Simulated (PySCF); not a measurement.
## One molecule, many functionals

Species: C2H2Cl4.
InChI=1S/C2H2Cl4/c3-1(4)2(5)6/h1-2H

Linear-response calculations in the def2-SVPD basis (PySCF; singlets by full response, triplets Tamm–Dancoff, core orbitals frozen in the response; HF means time-dependent Hartree–Fock). 'Strongest' is the level of largest summed f among the singlets computed (10 roots, of which the last may lack a degenerate partner); it can jump between rows when another state enters that window. S1 is the lowest singlet of each run and needn't be the same state throughout; f(S1) is that of one state. One conformer (not necessarily the lowest) at the PBE0-D3(BJ)/def2-SVP geometry, without solvent, vibrations or thermal averaging.

```tsv
functional	kind	S1 (eV)	f(S1)	strongest (eV)	T1 (eV)	HOMO (eV)	gap (eV)	ionisation energy, ΔSCF (eV)
LDA	LDA	5.89	0.000	6.24	5.64	-7.74	5.75	10.44
PBE	GGA	5.94	0.001	6.29	5.64	-7.63	5.81	10.30
B3LYP	global hybrid, 20% exact exchange	6.66	0.002	7.36	6.11	-8.75	7.73	10.81
PBE0	global hybrid, 25% exact exchange	6.85	0.001	6.96	6.21	-9.04	8.26	10.94
BHandHLYP	global hybrid, 50% exact exchange	7.32	0.005	8.50	6.55	-10.30	10.59	11.41
CAM-B3LYP	range-separated hybrid	7.04	0.004	8.05	6.34	-10.41	10.74	11.30
wB97X-D	range-separated hybrid	7.06	0.003	7.14	6.41	-10.92	11.93	11.27
LC-wPBE	range-separated hybrid	7.31	0.000	8.74	6.50	-11.86	13.36	11.80
HF	Hartree–Fock	8.03	0.011	9.95	7.03	-12.36	14.65	not settled
```

S1 runs from 5.89 eV (LDA) to 8.03 eV (HF), a spread of 2.14 eV, while the orbital gap spreads over 8.9 eV. Along PBE (0%), B3LYP (20%), PBE0 (25%), BHandHLYP (50%), HF (100%) S1 rises with the share of exact exchange. −ε(HOMO) comes closest to its own ΔSCF ionisation energy with LC-wPBE (+0.06 eV) and misses most with LDA (-2.69 eV). 'Not settled' means that the ion's SCF failed to converge or may have ended in another state than the lowest.
